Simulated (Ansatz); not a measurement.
Cost and result for the atomization energy of CH$_{5}$Si, SMILES `C[SiH2]` radical (7 atoms, 6 bonds).

```xyz
7

C    -0.6976    0.2688   -0.3321
Si    0.7109   -0.2240    0.8031
H    -0.4471    0.0454   -1.3737
H    -1.6097   -0.2745   -0.0776
H    -0.9034    1.3381   -0.2537
H     1.9581    0.5328    0.4975
H     0.9888   -1.6868    0.7366
```

Total charge 0; spin multiplicity 2. The geometry is a stationary point of PBE0-D4/def2-TZVP. Program: Ansatz. All runs use 2 threads of a server CPU on a shared host. Times are those of one run each, without the atoms' runs, and a repeat can differ threefold. Electronic energies, without spin–orbit coupling; frozen cores. CCSD(T)/CBS adds CCSD(T) − MP2 in def2-TZVPP to the MP2 limit, and its time is that of the two runs behind it. T1 = 0.012; ⟨S²⟩ of the reference is 0.75.

CCSD(T)/CBS is a level of theory with its own doubt, some kJ/mol a heavy atom from the limit and from the frozen cores, so smaller differences don't rank the functionals.

```
                             level  functions  wall time  atomization (kJ/mol)  difference from CCSD(T)/CBS  per bond
                  CCSD(T)/def2-SVP         57        2 s                2111.5                       -112.1     -18.7
                BLYP-D4/def2-TZVPP        143      2.8 s                2211.1                        -12.5      -2.1
   PBE-D4/def2-TZVPP (with forces)        143      3.4 s                2231.2                          7.6       1.3
               PBE-QIDH/def2-TZVPP        143      4.7 s                2210.9                        -12.7      -2.1
                 B2PLYP/def2-TZVPP        143      5.5 s                2204.5                        -19.1      -3.2
             r2SCANh-D4/def2-TZVPP        143      6.5 s                2233.2                          9.6       1.6
r2SCAN-D4/def2-TZVPP (with forces)        143        7 s                2238.7                         15.1       2.5
                ωB97X-V/def2-TZVPP        143      9.5 s                2232.1                          8.5       1.4
                 B97M-V/def2-TZVPP        143       12 s                2236.2                         12.6       2.1
  ωB97M-V/def2-TZVPP (with forces)        143       13 s                2224.6                          1.0       0.2
                    MP2/def2-QZVPP        277       14 s                2195.9                        -27.7      -4.6
                CCSD(T)/def2-TZVPP        143       40 s                2177.3                        -46.3      -7.7
                 CCSD(T)/CBS(def2)          –       54 s                2223.6                          0.0       0.0
```

The D4 term adds +14.8 kJ/mol with B3LYP and +7.5 kJ/mol with PBE0; it sums over pairs of atoms, weighted by their polarisabilities, and B3LYP, whose exchange is more repulsive, gets the larger term. From r2SCAN to r2SCAN0 (25 % exact exchange), in def2-TZVPP and without D4, the atomization energy moves by −13.3 kJ/mol: exact exchange takes away binding that semilocal exchange gives to molecules. Leaving LDA and LC-ωPBE aside and taking each functional with its dispersion term where it has one, the values, not all of them listed here, spread over 38.0 kJ/mol, from revPBE-D4 to CAM-B3LYP-D4. LDA lies +245.7 kJ/mol from PBE without D4, its usual overbinding.

B3LYP here is the variant with VWN-RPA as its local correlation; programs differ in this.
